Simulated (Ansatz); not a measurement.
The first iterations of a band of CH4BF + H2 (9 atoms, charge 0, multiplicity 1).

Computed with RKS B3LYP/def2-TZVP in Ansatz.

- movable images: 1
- climbing image: yes
- spring: 5.0 eV/Å²
- optimiser: quadratic models (default)
- start path: through a guess of the saddle point
- force threshold: 0.05 eV/Å
- iteration limit: 60
- end points: relaxed

First end point:

```xyz
9
Properties=species:S:1:pos:R:3
B 0.225 0.874 0.440
C 0.242 0.985 1.992
H -0.417 0.217 2.415
H 1.234 0.873 2.433
H -0.188 1.940 2.313
F 1.335 0.568 -0.228
H -0.756 1.042 -0.225
H -0.897 -4.425 -0.176
H -1.017 -4.646 0.524
```

Last end point:

```xyz
9
Properties=species:S:1:pos:R:3
B -0.138 -0.561 -1.025
C 0.024 -0.081 2.727
H -0.907 0.186 3.226
H 0.821 -0.170 3.465
H 0.285 0.696 2.008
F 1.047 -0.057 -1.326
H -1.066 0.187 -0.982
H -0.204 -1.735 -0.819
H -0.100 -1.036 2.215
```

| iteration | highest image above the first end (eV) | largest band force component (eV/Å) |
| --- | --- | --- |
| 1 | 3.562 | 7.167 |
| 2 | 2.051 | 6.599 |
| 3 | 1.590 | 6.921 |
| 4 | 1.280 | 4.899 |
| 5 | 1.109 | 3.755 |
| 6 | 0.675 | 3.011 |
| 7 | 0.327 | 1.691 |
| 8 | 0.158 | 1.078 |
| 9 | 0.094 | 0.686 |
| 10 | 0.053 | 0.345 |
| 11 | 0.070 | 0.147 |
| 12 | 0.166 | 0.555 |
| 13 | 0.196 | 0.443 |
| 14 | 0.284 | 0.413 |
| 15 | 0.488 | 0.872 |

Problem. Does the band converge within its limit, and where does its top end?

Solution. The forces met the threshold. It ended after 47 iterations with the highest image 0.005 eV above the first end. The top lies less than 8 meV above the higher end, about what the thresholds resolve: that end is a shoulder or a very shallow well. The order of the stationary point at the top wasn't checked. A band with more images between the same ends climbed to 1.48 eV, so this one has probably stepped over the top. So few images can step over the top or miss a turn of the path. The orbitals stay closed-shell, which can raise the energy where a bond breaks towards radicals; this wasn't checked here.

Run time: 44 s on 4 threads of Arm Neoverse V1 (shared host), peak memory 0.21 GiB.
